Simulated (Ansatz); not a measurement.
The same path of BH3O + ClH (7 atoms, charge 0, multiplicity 1) was run 3 times with different band settings. Lost on the way: Cl6–H7. Made: B1–Cl6, O2–H7.

Level of theory: RKS r2SCAN/def2-SVP in Ansatz.

Relaxed end points:

```xyz
7
Properties=species:S:1:pos:R:3
B -0.140 -0.418 -0.001
O -0.515 0.137 1.179
H -1.141 -0.392 1.692
H 0.640 0.215 -0.667
H -0.587 -1.494 -0.333
Cl 0.790 2.996 1.588
H 0.193 1.841 1.566
```

```xyz
7
Properties=species:S:1:pos:R:3
B 0.021 0.355 0.026
O -0.174 -0.100 1.620
H -1.066 0.188 1.880
H 1.177 0.074 -0.190
H -0.848 -0.270 -0.535
Cl -0.298 2.177 0.084
H 0.429 0.462 2.139
```

Common settings: movable images 9; climbing image yes; spring 5.0 eV/Å²; start path through a guess of the saddle point; force threshold 0.05 eV/Å; end points relaxed.

| run | optimiser | iteration limit | largest step |
| --- | --- | --- | --- |
| 1 | quadratic models (default) | 45 | default |
| 2 | fire | 52 | 0.5 Å |
| 3 | lbfgs | 44 | default |

What does each run give, and how far can it be trusted?

Run 1: converged after 17 iterations, highest image 0.691 eV above the first end. A vibrational analysis at the climbing image gives one clearly imaginary mode, 887i cm⁻¹: a first-order saddle point.
Run 2: converged after 46 iterations, highest image 0.691 eV above the first end. Another band between the same ends (9 images) ends at a top of the same energy, where a vibrational analysis finds 1 clearly imaginary mode.
Run 3: converged after 35 iterations, highest image 0.691 eV above the first end. Another band between the same ends (9 images) ends at a top of the same energy, where a vibrational analysis finds 1 clearly imaginary mode.
The orbitals stay closed-shell, which can raise the energy where a bond breaks towards radicals; this wasn't checked here.
